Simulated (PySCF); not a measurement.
methanethiol (CH4S), SMILES CS. Geometry optimised at ωB97X-D3(BJ)/def2-TZVP.

Computed equilibrium geometry at ωB97X-D3(BJ)/def2-TZVP (PySCF confirms it by a frequency run) as Cartesian coordinates in Å, and its point group:
point group Cs.
```xyz
6

C      0.0201     1.1476     0.0000
S     -0.0868    -0.6581     0.0000
H      0.5224     1.5158     0.8939
H     -1.0060     1.5162     0.0000
H      0.5224     1.5158    -0.8939
H      1.2289    -0.9035     0.0000
```
